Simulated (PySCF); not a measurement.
Compound: C4H5N.
Geometry (PBE0-D3(BJ)/def2-TZVP, Å), atoms numbered from 1 in this order:
```
atom  x, y, z in Å
C1     0.4018    1.1065   -0.0851
C2    -0.8925    0.7063    0.3298
C3    -0.9361   -0.6631    0.2680
N4     0.2821   -1.0972   -0.1647
C5     1.1054   -0.0325   -0.3834
H6     0.7774    2.1151   -0.1559
H7    -1.7019    1.3493    0.6376
H8    -1.7287   -1.3566    0.4975
H9     0.5346   -2.0579   -0.3034
H10    2.1165   -0.1679   -0.7314
```

NICS = −σ at a ghost point: NICS(0) at the centroid of the ring atoms, NICS(1) 1 Å to either side along the normal of their mean plane, zz for the tensor component along that normal. Level: GIAO B97-2/pcSseg-2 (PySCF, non-relativistic, gas phase) on the PBE0-D3(BJ)/def2-TZVP geometry, one conformer.

Ring bond lengths (Å): C1–C2 1.417, C2–C3 1.372, C3–N4 1.364, N4–C5 1.364, C5–C1 1.372.

Question: What do the NICS probes read (ppm)?

Answer: 
```tsv
ring	type	NICS(0)	NICS(1), two faces	NICS(1)zz, two faces	rms pucker (Å)	centre to ring atoms, mean (Å)
C1–C2–C3–N4–C5	5-membered ring with N; formal bonds all aromatic	-14.1	-10.3 / -10.3	-32.3 / -32.3	0.00	1.17
```

Question: What do they say, and how far can they be read as aromaticity?

Answer: 
- C1–C2–C3–N4–C5: mean NICS(1)zz -32.3 ppm, shielded, aromatic by this magnetic criterion (flat ring, no four-coordinate atom).

Question: How equal are the bonds by HOMA? HOMA takes Krygowski's 1993 parameters.

Answer: 
- C1–C2–C3–N4–C5: HOMA 0.90; the largest term is that of C1–C2, α(R − Ropt)² = 0.22. The geometric and the magnetic index point the same way.

Question: List the ring angles.

Answer: 
- C1–C2–C3–N4–C5: C1 107.3°, C2 107.3°, C3 107.7°, N4 110.0°, C5 107.7°; sum 540.0° against 540° for a flat convex ring.

Question: How shielded are the nuclei of the rings and their hydrogens (means over atoms taken as equivalent)?

Answer: 
```json
{"atoms": "C1 (×2)", "environment": "aromatic CH carbon", "σ isotropic (ppm)": "70.5", "principal values of the symmetric part, first atom (ppm)": "-12.3, 59.3, 164.3"}
{"atoms": "C3 (×2)", "environment": "aromatic CH next to a ring nitrogen", "σ isotropic (ppm)": "64.3", "principal values of the symmetric part, first atom (ppm)": "-12.4, 63.6, 141.8"}
{"atoms": "N4", "environment": "pyrrole-type nitrogen", "σ isotropic (ppm)": "95.5", "principal values of the symmetric part, first atom (ppm)": "1.7, 102.2, 182.5"}
{"atoms": "H6 (×2)", "environment": "aromatic hydrogen", "σ isotropic (ppm)": "25.10", "principal values of the symmetric part, first atom (ppm)": "22.9, 26.0, 26.3"}
{"atoms": "H8 (×2)", "environment": "aromatic hydrogen", "σ isotropic (ppm)": "24.77", "principal values of the symmetric part, first atom (ppm)": "21.9, 25.9, 26.5"}
{"atoms": "H9", "environment": "N–H hydrogen", "σ isotropic (ppm)": "23.73", "principal values of the symmetric part, first atom (ppm)": "18.0, 23.8, 29.4"}
```

Question: How do the values depend on the level or the medium?

Answer: 
```csv
level,"NICS(0), C1–C2–C3–N4–C5","mean NICS(1)zz, C1–C2–C3–N4–C5"
"B97-2/pcSseg-2, gas",-14.1,-32.3
"KT3/pcSseg-2, gas",-14.5,-32.1
"PBE0/pcSseg-2, gas",-13.9,-32.5
"wB97X-D/pcSseg-2, gas",-13.6,-32.2
"WP04/pcSseg-2, IEF-PCM chloroform",-14.0,-30.9
"wB97X-D/pcSseg-2, IEF-PCM chloroform",-13.2,-32.4
```

The geometry is the same throughout; the continuum's cavity takes Bondi-type radii × 1.2.
